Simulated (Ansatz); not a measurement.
## Molecular dynamics of H7NOSi

input.yaml

```yaml
crystal:
  periodic: [false, false, false]
  atoms:
    - { symbol: Si, position_ang: [-0.323342, -0.1027, -0.06264] }
    - { symbol: H, position_ang: [0.023966, 0.49242, 1.574098] }
    - { symbol: H, position_ang: [1.134831, -0.446302, -0.044108] }
    - { symbol: H, position_ang: [-0.491574, 1.215581, -0.721087] }
    - { symbol: "N", position_ang: [-0.855113, -1.557638, -0.845064] }
    - { symbol: H, position_ang: [-1.791107, -1.677599, -1.208186] }
    - { symbol: H, position_ang: [-0.177034, -2.09956, -1.361868] }
    - { symbol: O, position_ang: [-1.946009, -0.016507, 0.930251] }
    - { symbol: H, position_ang: [-2.218019, -0.908672, 1.203238] }
    - { symbol: H, position_ang: [-1.0024, 0.341777, 1.613967] }
basis:
  gaussian: { orbitals: "6-31G*" }
hamiltonian:
  xc: pbe0
md:
  timestep: 0.5
  n_steps: 200
  ensemble: nve
  temperature: 100.0
  initial_velocities: maxwell_boltzmann
  seed: 11051
```

Launched with:

```bash
$ ansatz run input.yaml --threads 1 --pin off --max-ram 2048MiB --backend cpu --events-out ev --progress --plain --runs-dir out
```

It starts at the highest image of a converged band. Of that band: The profile has 2 maxima (images 3, 6) with wells between them (image 5): this band takes more than one step, which may be the mechanism or a detour left from its start path. Neighbouring images differ by up to 2.2 eV, so the band resolves the path poorly. A vibrational analysis at the climbing image gives one clearly imaginary mode, 1460i cm⁻¹: a first-order saddle point.

Output, in part (one step line in 3, the closing report, with atoms numbered from 0):

```
md step     0: t =     0.00 fs  T =   100.0 K  F+E_penalty+E_count = -11519.17231774 eV  E_kin = 0.103408 eV  conserved = -11519.06890974 eV  (23 SCF iters)
md step     3: t =     1.50 fs  T =    94.1 K  F+E_penalty+E_count = -11519.16599241 eV  E_kin = 0.097282 eV  conserved = -11519.06871063 eV  (29 SCF iters)
md step     6: t =     3.00 fs  T =    95.4 K  F+E_penalty+E_count = -11519.16735260 eV  E_kin = 0.098681 eV  conserved = -11519.06867176 eV  (29 SCF iters)
md step     9: t =     4.50 fs  T =   110.7 K  F+E_penalty+E_count = -11519.18321823 eV  E_kin = 0.114475 eV  conserved = -11519.06874363 eV  (29 SCF iters)
md step    12: t =     6.00 fs  T =   137.3 K  F+E_penalty+E_count = -11519.21049003 eV  E_kin = 0.141950 eV  conserved = -11519.06853975 eV  (28 SCF iters)
md step    15: t =     7.50 fs  T =   199.2 K  F+E_penalty+E_count = -11519.27459363 eV  E_kin = 0.205983 eV  conserved = -11519.06861027 eV  (28 SCF iters)
md step    18: t =     9.00 fs  T =   299.4 K  F+E_penalty+E_count = -11519.37829020 eV  E_kin = 0.309620 eV  conserved = -11519.06867031 eV  (28 SCF iters)
md step    21: t =    10.50 fs  T =   443.4 K  F+E_penalty+E_count = -11519.52708529 eV  E_kin = 0.458557 eV  conserved = -11519.06852840 eV  (28 SCF iters)
md step    24: t =    12.00 fs  T =   642.3 K  F+E_penalty+E_count = -11519.73309265 eV  E_kin = 0.664141 eV  conserved = -11519.06895143 eV  (28 SCF iters)
md step    27: t =    13.50 fs  T =   853.0 K  F+E_penalty+E_count = -11519.95099359 eV  E_kin = 0.882036 eV  conserved = -11519.06895731 eV  (28 SCF iters)
md step    30: t =    15.00 fs  T =  1067.7 K  F+E_penalty+E_count = -11520.17302633 eV  E_kin = 1.104103 eV  conserved = -11519.06892326 eV  (28 SCF iters)
md step    33: t =    16.50 fs  T =  1285.9 K  F+E_penalty+E_count = -11520.39899976 eV  E_kin = 1.329765 eV  conserved = -11519.06923507 eV  (28 SCF iters)
md step    36: t =    18.00 fs  T =  1483.0 K  F+E_penalty+E_count = -11520.60258228 eV  E_kin = 1.533502 eV  conserved = -11519.06908024 eV  (27 SCF iters)
md step    39: t =    19.50 fs  T =  1662.7 K  F+E_penalty+E_count = -11520.78877016 eV  E_kin = 1.719337 eV  conserved = -11519.06943324 eV  (27 SCF iters)
md step    42: t =    21.00 fs  T =  1795.0 K  F+E_penalty+E_count = -11520.92548181 eV  E_kin = 1.856145 eV  conserved = -11519.06933672 eV  (27 SCF iters)
md step    45: t =    22.50 fs  T =  1879.4 K  F+E_penalty+E_count = -11521.01308982 eV  E_kin = 1.943479 eV  conserved = -11519.06961065 eV  (27 SCF iters)
md step    48: t =    24.00 fs  T =  1889.1 K  F+E_penalty+E_count = -11521.02320957 eV  E_kin = 1.953475 eV  conserved = -11519.06973440 eV  (28 SCF iters)
md step    51: t =    25.50 fs  T =  1822.0 K  F+E_penalty+E_count = -11520.95339869 eV  E_kin = 1.884140 eV  conserved = -11519.06925890 eV  (29 SCF iters)
md step    54: t =    27.00 fs  T =  1724.6 K  F+E_penalty+E_count = -11520.85280338 eV  E_kin = 1.783362 eV  conserved = -11519.06944132 eV  (27 SCF iters)
md step    57: t =    28.50 fs  T =  1603.1 K  F+E_penalty+E_count = -11520.72633079 eV  E_kin = 1.657706 eV  conserved = -11519.06862493 eV  (21 SCF iters)
md step    60: t =    30.00 fs  T =  1543.0 K  F+E_penalty+E_count = -11520.66406248 eV  E_kin = 1.595565 eV  conserved = -11519.06849779 eV  (22 SCF iters)
md step    63: t =    31.50 fs  T =  1566.3 K  F+E_penalty+E_count = -11520.68847187 eV  E_kin = 1.619675 eV  conserved = -11519.06879709 eV  (28 SCF iters)
md step    66: t =    33.00 fs  T =  1648.5 K  F+E_penalty+E_count = -11520.77333255 eV  E_kin = 1.704706 eV  conserved = -11519.06862680 eV  (28 SCF iters)
md step    69: t =    34.50 fs  T =  1786.3 K  F+E_penalty+E_count = -11520.91657937 eV  E_kin = 1.847177 eV  conserved = -11519.06940255 eV  (28 SCF iters)
md step    72: t =    36.00 fs  T =  1901.1 K  F+E_penalty+E_count = -11521.03514528 eV  E_kin = 1.965852 eV  conserved = -11519.06929330 eV  (27 SCF iters)
md step    75: t =    37.50 fs  T =  1984.6 K  F+E_penalty+E_count = -11521.12156036 eV  E_kin = 2.052188 eV  conserved = -11519.06937190 eV  (27 SCF iters)
md step    78: t =    39.00 fs  T =  2024.4 K  F+E_penalty+E_count = -11521.16288335 eV  E_kin = 2.093411 eV  conserved = -11519.06947280 eV  (27 SCF iters)
md step    81: t =    40.50 fs  T =  2015.2 K  F+E_penalty+E_count = -11521.15288257 eV  E_kin = 2.083850 eV  conserved = -11519.06903256 eV  (28 SCF iters)
md step    84: t =    42.00 fs  T =  1992.2 K  F+E_penalty+E_count = -11521.12941460 eV  E_kin = 2.060106 eV  conserved = -11519.06930897 eV  (29 SCF iters)
md step    87: t =    43.50 fs  T =  1939.5 K  F+E_penalty+E_count = -11521.07456107 eV  E_kin = 2.005624 eV  conserved = -11519.06893735 eV  (28 SCF iters)
md step    90: t =    45.00 fs  T =  1887.9 K  F+E_penalty+E_count = -11521.02129302 eV  E_kin = 1.952266 eV  conserved = -11519.06902698 eV  (28 SCF iters)
md step    93: t =    46.50 fs  T =  1831.1 K  F+E_penalty+E_count = -11520.96261499 eV  E_kin = 1.893508 eV  conserved = -11519.06910700 eV  (28 SCF iters)
md step    96: t =    48.00 fs  T =  1768.7 K  F+E_penalty+E_count = -11520.89764282 eV  E_kin = 1.828926 eV  conserved = -11519.06871716 eV  (27 SCF iters)
md step    99: t =    49.50 fs  T =  1732.2 K  F+E_penalty+E_count = -11520.86027958 eV  E_kin = 1.791200 eV  conserved = -11519.06908005 eV  (27 SCF iters)
md step   102: t =    51.00 fs  T =  1698.0 K  F+E_penalty+E_count = -11520.82456280 eV  E_kin = 1.755865 eV  conserved = -11519.06869774 eV  (27 SCF iters)
md step   105: t =    52.50 fs  T =  1696.7 K  F+E_penalty+E_count = -11520.82340116 eV  E_kin = 1.754533 eV  conserved = -11519.06886785 eV  (28 SCF iters)
md step   108: t =    54.00 fs  T =  1714.4 K  F+E_penalty+E_count = -11520.84178774 eV  E_kin = 1.772822 eV  conserved = -11519.06896548 eV  (27 SCF iters)
md step   111: t =    55.50 fs  T =  1744.9 K  F+E_penalty+E_count = -11520.87305761 eV  E_kin = 1.804344 eV  conserved = -11519.06871363 eV  (28 SCF iters)
md step   114: t =    57.00 fs  T =  1804.5 K  F+E_penalty+E_count = -11520.93509040 eV  E_kin = 1.865954 eV  conserved = -11519.06913687 eV  (27 SCF iters)
md step   117: t =    58.50 fs  T =  1858.5 K  F+E_penalty+E_count = -11520.99070018 eV  E_kin = 1.921826 eV  conserved = -11519.06887409 eV  (27 SCF iters)
md step   120: t =    60.00 fs  T =  1923.0 K  F+E_penalty+E_count = -11521.05779712 eV  E_kin = 1.988584 eV  conserved = -11519.06921351 eV  (27 SCF iters)
md step   123: t =    61.50 fs  T =  1964.0 K  F+E_penalty+E_count = -11521.10038911 eV  E_kin = 2.030983 eV  conserved = -11519.06940580 eV  (27 SCF iters)
md step   126: t =    63.00 fs  T =  1965.5 K  F+E_penalty+E_count = -11521.10162040 eV  E_kin = 2.032449 eV  conserved = -11519.06917150 eV  (27 SCF iters)
md step   129: t =    64.50 fs  T =  1942.9 K  F+E_penalty+E_count = -11521.07866926 eV  E_kin = 2.009083 eV  conserved = -11519.06958578 eV  (27 SCF iters)
md step   132: t =    66.00 fs  T =  1868.9 K  F+E_penalty+E_count = -11521.00170092 eV  E_kin = 1.932631 eV  conserved = -11519.06907018 eV  (27 SCF iters)
md step   135: t =    67.50 fs  T =  1793.4 K  F+E_penalty+E_count = -11520.92365097 eV  E_kin = 1.854560 eV  conserved = -11519.06909112 eV  (27 SCF iters)
md step   138: t =    69.00 fs  T =  1725.3 K  F+E_penalty+E_count = -11520.85310521 eV  E_kin = 1.784079 eV  conserved = -11519.06902642 eV  (27 SCF iters)
md step   141: t =    70.50 fs  T =  1680.6 K  F+E_penalty+E_count = -11520.80653409 eV  E_kin = 1.737840 eV  conserved = -11519.06869412 eV  (23 SCF iters)
md step   144: t =    72.00 fs  T =  1688.1 K  F+E_penalty+E_count = -11520.81470733 eV  E_kin = 1.745598 eV  conserved = -11519.06910918 eV  (28 SCF iters)
md step   147: t =    73.50 fs  T =  1712.1 K  F+E_penalty+E_count = -11520.83936328 eV  E_kin = 1.770425 eV  conserved = -11519.06893816 eV  (28 SCF iters)
md step   150: t =    75.00 fs  T =  1758.8 K  F+E_penalty+E_count = -11520.88786142 eV  E_kin = 1.818688 eV  conserved = -11519.06917321 eV  (27 SCF iters)
md step   153: t =    76.50 fs  T =  1801.6 K  F+E_penalty+E_count = -11520.93228457 eV  E_kin = 1.863024 eV  conserved = -11519.06926046 eV  (27 SCF iters)
md step   156: t =    78.00 fs  T =  1830.4 K  F+E_penalty+E_count = -11520.96189307 eV  E_kin = 1.892797 eV  conserved = -11519.06909587 eV  (24 SCF iters)
md step   159: t =    79.50 fs  T =  1851.7 K  F+E_penalty+E_count = -11520.98415313 eV  E_kin = 1.914800 eV  conserved = -11519.06935331 eV  (24 SCF iters)
md step   162: t =    81.00 fs  T =  1843.8 K  F+E_penalty+E_count = -11520.97566163 eV  E_kin = 1.906602 eV  conserved = -11519.06905952 eV  (24 SCF iters)
md step   165: t =    82.50 fs  T =  1829.6 K  F+E_penalty+E_count = -11520.96121769 eV  E_kin = 1.891912 eV  conserved = -11519.06930587 eV  (24 SCF iters)
md step   168: t =    84.00 fs  T =  1790.5 K  F+E_penalty+E_count = -11520.92073696 eV  E_kin = 1.851565 eV  conserved = -11519.06917153 eV  (24 SCF iters)
md step   171: t =    85.50 fs  T =  1741.6 K  F+E_penalty+E_count = -11520.86996516 eV  E_kin = 1.800910 eV  conserved = -11519.06905566 eV  (24 SCF iters)
md step   174: t =    87.00 fs  T =  1688.8 K  F+E_penalty+E_count = -11520.81559065 eV  E_kin = 1.746310 eV  conserved = -11519.06928100 eV  (24 SCF iters)
md step   177: t =    88.50 fs  T =  1616.5 K  F+E_penalty+E_count = -11520.74025912 eV  E_kin = 1.671547 eV  conserved = -11519.06871254 eV  (27 SCF iters)
md step   180: t =    90.00 fs  T =  1578.7 K  F+E_penalty+E_count = -11520.70144040 eV  E_kin = 1.632522 eV  conserved = -11519.06891839 eV  (27 SCF iters)
md step   183: t =    91.50 fs  T =  1566.4 K  F+E_penalty+E_count = -11520.68855076 eV  E_kin = 1.619773 eV  conserved = -11519.06877817 eV  (28 SCF iters)
md step   186: t =    93.00 fs  T =  1596.0 K  F+E_penalty+E_count = -11520.71901366 eV  E_kin = 1.650355 eV  conserved = -11519.06865867 eV  (27 SCF iters)
md step   189: t =    94.50 fs  T =  1672.3 K  F+E_penalty+E_count = -11520.79836199 eV  E_kin = 1.729266 eV  conserved = -11519.06909606 eV  (27 SCF iters)
md step   192: t =    96.00 fs  T =  1751.9 K  F+E_penalty+E_count = -11520.88038260 eV  E_kin = 1.811570 eV  conserved = -11519.06881287 eV  (27 SCF iters)
md step   195: t =    97.50 fs  T =  1849.2 K  F+E_penalty+E_count = -11520.98148336 eV  E_kin = 1.912243 eV  conserved = -11519.06924067 eV  (27 SCF iters)
md step   198: t =    99.00 fs  T =  1921.1 K  F+E_penalty+E_count = -11521.05592648 eV  E_kin = 1.986576 eV  conserved = -11519.06935050 eV  (27 SCF iters)
md step   200: t =   100.00 fs  T =  1945.6 K  F+E_penalty+E_count = -11521.08109863 eV  E_kin = 2.011933 eV  conserved = -11519.06916536 eV  (24 SCF iters)
Total energy: -11521.08113017 eV, -423.3919222645 hartree
Atom 0 at    -0.723240    -0.338634    -0.237095 Å, force    -0.248849    -0.568774     0.293197 eV/Å
Atom 1 at     4.937031     4.969556     8.585641 Å, force     0.771405     0.241738    -0.306351 eV/Å
Atom 2 at     0.443317    -0.559942     0.668658 Å, force    -0.117277    -0.050932     0.069306 eV/Å
Atom 3 at    -0.582014     0.962191    -0.919674 Å, force     0.109929    -0.175053    -0.581368 eV/Å
Atom 4 at    -0.625591    -1.740655    -1.375039 Å, force    -0.816232     0.785544     0.991587 eV/Å
Atom 5 at    -0.995977    -1.604747    -2.310554 Å, force    -0.062860     0.188034     0.052099 eV/Å
Atom 6 at    -1.000017    -2.640304    -1.040598 Å, force     0.408868     0.560361    -0.023217 eV/Å
Atom 7 at    -2.057384     0.014541     0.790223 Å, force     0.958103    -0.870699    -0.381665 eV/Å
Atom 8 at    -1.896550    -0.352888     1.678958 Å, force    -0.231681     0.131514    -0.419947 eV/Å
Atom 9 at     4.293229     4.767760     8.841290 Å, force    -0.771406    -0.241734     0.306359 eV/Å
Dipole moment:    -0.086289    -0.345291     0.030260 e Å
```

The run went to its last step. The conserved energy stayed within 0.091 meV per atom of its start (net change -0.026 meV per atom), so the integration is sound. The kinetic energy rose, since the run started high on the potential surface and went downhill. It ends in pieces (H2 + H5NOSi), so much of that is their flight and rotation, not heat. A run of 0.1 ps of so small a system gives no equilibrium averages. The orbitals stay closed-shell, which can raise the energy where a bond breaks towards radicals; this wasn't checked here.

Between its relaxed ends the band would form Si1–O8, H2–H10 and break Si1–H2, O8–H10. These pairs go: Si1–O8 1.90 → 1.72 Å, H2–H10 1.04 → 0.72 Å, Si1–H2 1.78 → 11.75 Å, O8–H10 1.22 → 11.30 Å. In the last frame they stand as after the step (other bonds may differ from the relaxed reactants and products). It ends as H2 + H5NOSi. Pairs count as bonded within 1.25 times the sum of covalent radii (0.12 Å more for H–H).

Last frame:

```xyz
10
Properties=species:S:1:pos:R:3
Si -0.723 -0.339 -0.237
H 4.937 4.970 8.586
H 0.443 -0.560 0.669
H -0.582 0.962 -0.920
N -0.626 -1.741 -1.375
H -0.996 -1.605 -2.311
H -1.000 -2.640 -1.041
O -2.057 0.015 0.790
H -1.897 -0.353 1.679
H 4.293 4.768 8.841
```

Run time: 5.1 min on 1 thread of Intel(R) Xeon(R) 6975P-C (Granite Rapids), with other jobs on the host, peak memory 0.14 GiB.
